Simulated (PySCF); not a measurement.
HAlB, doublet: stretch scan

Starting geometry (PBE0/def2-TZVP stationary point for this spin, not checked as a minimum):

```xyz
3

B     0.0000   -0.1388    1.5159
Al    0.0000    0.0968   -0.5473
H     0.0000   -1.1027   -1.6081
```

From there Al2, H3 move together along the line of the two atoms named below, all else staying in place; atoms are numbered as listed. Energies are in kJ/mol, counted from the starting geometry at the same level.

Basis 6-31G; PySCF 2.14.0. Correlated methods freeze the noble-gas cores. R marks a restricted (for open shells ROHF) determinant.

The determinant for coupled cluster was chosen by trial CCSD, here up to 0.29 eV above the lowest Hartree–Fock solution of its kind, and MP2 stands on that determinant too. A value is left out where its run failed or describes another state than the reference as far as symmetry and spin tell, or, spin-broken singlets apart, can't be checked. The reference follows the lowest state, whose symmetry changes from A'' to A' between 2.333 and 2.541.

Full CI is exact within this basis and frozen core; it isn't the basis-set limit.

```
distance B1-Al2 (Å)  full CI  unpaired electrons (full CI)  error RMP2  error RCCSD  error RCCSD(T)  error RCCSDT
              1.701    156.5                          1.57        -8.8          0.8            -0.5          -0.2
              1.843     60.4                          1.61        -5.1          2.5            -0.2           0.0
              2.077      0.0                          1.55         0.0          0.0             0.0           0.0
              2.333     -0.2                          1.46           –            –               –             –
              2.541     13.4                          1.25        -8.5         -4.7            -0.1          -0.9
              2.864     38.2                          1.22       -10.0         -8.1            -0.4          -1.1
              3.252     62.1                          1.19       -19.4        -12.7            -2.2          -1.3
              3.853     76.4                          1.14       -26.2        -16.5            -4.2          -1.5
              4.635     80.9                          1.13       -27.2        -17.4            -4.7          -1.5
              5.560     83.1                          1.13       -27.3        -17.6            -4.7          -1.5
              7.039     84.3                          1.13       -27.4        -17.7            -4.8          -1.6
```

Unpaired electrons are Σ n²(2−n)² over natural occupations. Errors are those of relative energies. In total energy the starting point itself misses full CI by: RMP2 123.6, RCCSD 20.1, RCCSD(T) 5.7, RCCSDT 1.7 kJ/mol.

Spread of the error over the points with a reference, to 7.039 Å (largest less smallest): RCCSDT 1.6 (10 of 11 points), RCCSD(T) 4.8 (10 of 11 points), RCCSD 20.2 (10 of 11 points), RMP2 27.4 (10 of 11 points) kJ/mol.

Going outwards, the relative energy of RMP2 first misses by more than 4.2 kJ/mol (1 kcal/mol) at 2.541 Å.

Going outwards, the relative energy of RCCSD first misses by more than 4.2 kJ/mol (1 kcal/mol) at 2.541 Å.
